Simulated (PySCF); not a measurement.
C₃H₃O₂ (doublet state).
SMILES with atom numbers: `[O:1]=[CH:2][C:3]1[CH2:4][O:5]1` (hydrogens: H6 on C2; H7, H8 on C4)

Structure used (GFN2-xTB), in Å, numbered top down from 1:
```xyz
8
C3H3O2 angstrom
O      2.269   -0.262   -0.258
C      1.387    0.142    0.495
C      0.024    0.089    0.211
C     -1.152   -0.202   -0.567
O     -1.146    0.409    0.744
H      1.619    0.588    1.477
H     -1.446    0.456   -1.375
H     -1.546   -1.210   -0.597
```

The hyperfine couplings belong to this conformer and change with its torsions.

Method: PySCF, UKS B3LYP, pcH-1 on C H O, non-relativistic, mean-field spin-orbit, GIAO. The structure is a single GFN2-xTB conformer in the gas phase; no vibrational or solvent corrections. The geometry wasn't refined by DFT: couplings that depend on bond lengths, twists or pyramidal angles can differ widely from those at the functional's own minimum. No stability test was run, so a lower SCF solution isn't excluded.

(1) Match the computed a_iso(17O) values -26.0, -18.0 MHz with the sites O1; O5.

(2) The isotropic 13C couplings are +48.5, -34.3, -13.4 MHz. Assign them to C2; C3; C4.

(3) The isotropic 1H couplings, averaged over equivalent nuclei, are +5.3, -5.2 MHz. Assign them to H6; H7/H8.

Results:

(1) 
| site | a_iso (MHz) | ρ(0) (bohr⁻³) | position | distance from C3 (Å) | spin population | largest \|T\| (MHz) |
| --- | --- | --- | --- | --- | --- | --- |
| O1 | -26.0 | +0.0428 | a main spin site | 2.32 | +0.37 | 118.7 |
| O5 | -18.0 | +0.0296 | 1 bond from C3 | 1.32 | +0.15 | 65.2 |

(2) 
```csv
site,a_iso (MHz),ρ(0) (bohr⁻³),position,distance from C3 (Å),spin population,largest |T| (MHz)
C2,-34.3,-0.0305,1 bond from O1,1.39,-0.06,6.2
C3,+48.5,+0.0431,largest spin population,0.00,+0.57,99.5
C4,-13.4,-0.0120,1 bond from C3,1.44,-0.04,3.8
```

(3) 
| site | a_iso (MHz) | ρ(0) (bohr⁻³) | position | distance from C3 (Å) | bound to | spin population there | largest \|T\| (MHz) |
| --- | --- | --- | --- | --- | --- | --- | --- |
| H6 | -5.2 | -0.0012 | 2 bonds from O1 | 2.10 | C2 | -0.06 | 7.7 |
| H7/H8 | +5.3 | +0.0012 | 2 bonds from C3 | 2.19 | C4 | -0.04 | 7.2 |

ρ(0) is the spin density at the nucleus and T the dipolar tensor; entries for several nuclei are means. The Mulliken spin populations are largest on C3 (+0.57), O1 (+0.37) and O5 (+0.15). The angles at C3 add up to 360.0°, so it is planar. Main spin sites, with 60 % or more of the largest population: O1, C3; positions count bonds from the nearest.

The spin density at the nucleus, in bohr⁻³, is negative for C2 (-0.0305), C4 (-0.0120) and H6 (-0.0012), for instance. A restricted open-shell determinant has no negative spin density anywhere; here it arises because α and β orbitals differ (spin polarisation).

The SMILES `O=C[C]1CO1` draws the unpaired electron on C3, whose computed spin population is only +0.57.

The run took 13 s (with the writing of density and orbital grids) on one thread, Arm Neoverse V2 (aarch64), shared host with 96 logical CPUs at a one-minute load of 33, and the process peaked at 0.62 GiB of memory.
